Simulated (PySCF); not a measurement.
Point-charge models of `[H]/N=C/C=C\C=C` against its computed dipole.

Coordinates (GFN2-xTB, Å) and charges (e) from the PBE0/pcSseg-1 density (PySCF):

```
atom       x       y       z  Mulliken      IAO  Hirshfeld  ESP-fitted
  C1  -2.474  -0.766  -0.239   -0.1242  -0.2967    -0.0848     -0.4155
  C2  -1.157  -0.568  -0.204   -0.1987  -0.1399    -0.0454     -0.1010
  C3  -0.562   0.645   0.297   -0.0936  -0.1288    -0.0330     -0.1236
  C4   0.750   0.931   0.372   -0.1173  -0.1621    -0.0499     -0.2980
  C5   1.841   0.079  -0.035   +0.0467  +0.0363    +0.0389     +0.4628
  N6   3.028   0.496   0.099   -0.3423  -0.4350    -0.2279     -0.7268
  H7  -2.902  -1.679  -0.617   +0.1196  +0.1577    +0.0513     +0.1800
  H8  -3.167  -0.019   0.111   +0.1174  +0.1496    +0.0494     +0.1921
  H9  -0.495  -1.342  -0.564   +0.1128  +0.1439    +0.0466     +0.1666
 H10  -1.268   1.390   0.645   +0.1049  +0.1520    +0.0513     +0.1604
 H11   1.068   1.884   0.772   +0.1120  +0.1666    +0.0497     +0.1661
 H12   1.581  -0.904  -0.449   +0.0961  +0.1052    +0.0424     -0.0151
 H13   3.755  -0.148  -0.206   +0.1667  +0.2510    +0.1114     +0.3520
```

Question: Form Σ q r in debye for every column and set it beside the full dipole.

Answer: The full density gives (-1.43, -1.63, -0.65) D, 2.26 D in size; dipole vectors point from the negative to the positive end.

```tsv
scheme	μx	μy	μz	size (D)	share of the full size (%)	angle to the full dipole (°)
Mulliken	-2.20	-1.14	-0.41	2.51	111	22
IAO	-1.50	-1.00	-0.37	1.84	81	15
Hirshfeld	-1.11	-0.61	-0.22	1.28	57	21
ESP-fitted	-1.44	-1.62	-0.64	2.26	100	0
```

Question: Which set comes closest?

Answer: Length of the difference vector: ESP-fitted 0.01 D, IAO 0.69 D, Mulliken 0.95 D, Hirshfeld 1.15 D. Closest: ESP-fitted. ESP charges are fitted to the potential around the molecule, whose slowest-falling term is the dipole's. 

Question: What is left for the Hirshfeld atoms' own dipoles?

Answer: The shares of the density sum to the whole, so what Σ q r misses lies in dipoles about the nuclei. The atomic dipoles sum to (-1.43, -1.63, -0.65) − (-1.11, -0.61, -0.22) = (-0.32, -1.02, -0.43) D, 1.15 D in size.

Question: With the origin at the mean of the coordinates, (0.000, 0.000, -0.001) Å, which are the largest single terms, by size, of the IAO dipole along the direction of the full one?

Answer: N6 +4.80, C1 -3.11, H13 -2.66, H7 +2.44, H11 -1.80 D; all 13 atoms together +1.77 D. The single terms depend on the origin, their sum doesn't.

Question: Give the size of the full dipole in other units.

Answer: 2.26 D = 0.889 au = 0.470 e·Å = 7.53 × 10⁻³⁰ C·m.

Geometry: GFN2-xTB, one conformer, isolated molecule.

These values come from a run that also computed NMR shieldings. Hardware: x86-64 server, one thread, no GPU, on a shared host. Cost: 14 s wall.

The values belong to the conformer `[H]/[N:6]=[CH:5]/[CH:4]=[CH:3]\[CH:2]=[CH2:1]`: C1–C2–C3–C4 180°, C3–C4–C5–N6 180°.
